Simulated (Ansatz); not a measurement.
in.yaml

```yaml
crystal:
  periodic: [false, false, false]
  atoms:
    - {symbol: N, position_ang: [0.000000, 0.000000, 0.000000]}
    - {symbol: S, position_ang: [0.000000, 0.000000, 2.400000]}
basis:
  gaussian: {orbitals: "6-31G*"}
magnetization: {spin_polarized: false, initial_magnetization: 1}
correlation: {method: bccd_t, electrons: outside_noble_gas, diis_vectors: 4}
```

```sh
$ ansatz run in.yaml --threads 1 --pin off --events-out ev --progress --plain --max-ram 2393MiB
```

The program prints:

```
303 factors; integrals over basis functions are off by at most 2.9e-4 eV
mean field evaluation 1: about -12285.0829 eV, gradient 3.1e1 eV
mean field evaluation 2: about -12285.1053 eV, gradient 3.1e1 eV
mean field evaluation 4: about -12288.5808 eV, gradient 4.6e0 eV
mean field evaluation 8: about -12289.9785 eV, gradient 4.0e0 eV
mean field evaluation 16: about -12290.6730 eV, gradient 4.4e-4 eV
mean field evaluation 32: about -12286.8436 eV, gradient 1.3e0 eV
mean field evaluation 64: about -12287.4294 eV, gradient 2.8e-1 eV
mean field evaluation 96: about -12290.2774 eV, gradient 3.7e-1 eV
mean field evaluation 128: about -12290.4703 eV, gradient 6.8e-1 eV
mean field evaluation 160: about -12282.0206 eV, gradient 2.6e1 eV
...
cycle  21  -11.86980811 eV  change   -1.9e-5 eV  update   3.0e-5
cycle  22  -11.86980808 eV  change    3.3e-8 eV  update   2.0e-5
cycle  23  -11.86980618 eV  change    1.9e-6 eV  update   1.3e-5
cycle  24  -11.86980891 eV  change   -2.7e-6 eV  update   9.3e-6
cycle  25  -11.86982019 eV  change   -1.1e-5 eV  update   7.4e-6
cycle  26  -11.86982455 eV  change   -4.4e-6 eV  update   6.1e-6
cycle  27  -11.86983623 eV  change   -1.2e-5 eV  update   4.8e-6
cycle  28  -11.86983604 eV  change    2.0e-7 eV  update   3.4e-6
cycle  29  -11.86983693 eV  change   -8.9e-7 eV  update   2.3e-6
cycle  30  -11.86983047 eV  change    6.5e-6 eV  update   1.8e-6
perturbative correction -0.16560888 eV, -0.0060860142 hartree
WARN: these amplitudes may be one of several solutions (largest doubles amplitude 0.15, level shift 6.95 eV)
Total energy: -12301.17406825 eV, -452.0598089729 hartree
```

Ran on 1 thread of AMD EPYC 9R45, shared host: 3.9 s wall, 0.16 GiB peak host memory.
